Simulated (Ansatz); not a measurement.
Geometry optimisation, RKS B3LYP-D4/6-31G* in Ansatz 0.2.0.

Input file:

```yaml
crystal:
  periodic: [false, false, false]
  atoms:
    - { symbol: B, position_ang: [0.0, 0.0, 0.0] }
    - { symbol: Cl, position_ang: [0.0, 0.0, 2.21] }
    - { symbol: H, position_ang: [1.0305, 0.0, -0.595] }
    - { symbol: H, position_ang: [-1.0305, 0.0, -0.595] }
    - { symbol: P, position_ang: [0.0924, -2.0952, 0.6969] }
    - { symbol: H, position_ang: [-0.6759, -2.9172, -0.1694] }
    - { symbol: H, position_ang: [1.442, -2.5368, 0.6936] }
    - { symbol: H, position_ang: [0.0567, -1.2871, 1.8353] }
basis:
  gaussian: { orbitals: "6-31G*" }
hamiltonian:
  xc: b3lyp
  dispersion: d4
relax:
  f_tol: 0.15
  max_steps: 25
  restrain:
    - { distance: [0, 4], at: 3.11, k: 30.0 }
    - { distance: [7, 1], at: 2.57, k: 30.0 }
    - { distance: [0, 1], at: 1.86, k: 30.0 }
    - { distance: [7, 4], at: 1.42, k: 30.0 }
output:
  orbitals: {}
```

Command:

```bash
$ ansatz run input.yaml --threads 1 --pin off --max-ram 2048MiB --backend cpu --events-out ev --progress --plain --runs-dir out
```

Problem. Where does it end, and by what steps?

Solution. The forces met the threshold. The restraints hold the end off the free minimum. After 8 steps the energy has fallen by 3.613 eV (the restraints' own energy left out); Cl2 moved furthest, 0.93 Å. Parted: Cl2–H8 (1.34 → 2.58 Å).

| step | energy less start (eV) | largest force component (eV/Å) | accepted |
| --- | --- | --- | --- |
| 0 | 0.0000 | 7.119 | yes |
| 1 | -0.7276 | 3.214 | yes |
| 2 | -0.9750 | 2.738 | yes |
| 3 | -1.3096 | 2.579 | yes |
| 4 | -2.0454 | 1.617 | yes |
| 5 | -2.9067 | 1.833 | yes |
| 6 | -3.3541 | 2.010 | yes |
| 7 | -3.6010 | 0.941 | yes |
| 8 | -3.6134 | 0.983 | yes |

```xyz
8
Properties=species:S:1:pos:R:3
B 0.016 0.089 0.155
Cl -0.016 0.843 1.816
H 1.071 0.002 -0.378
H -1.026 -0.143 -0.356
P 0.191 -2.921 0.953
H -0.590 -2.584 -0.183
H 1.394 -2.395 0.411
H -0.125 -1.728 1.658
```

Run time: 25 s on 1 thread of Arm Neoverse V2, with other jobs on the host, peak memory 0.13 GiB.
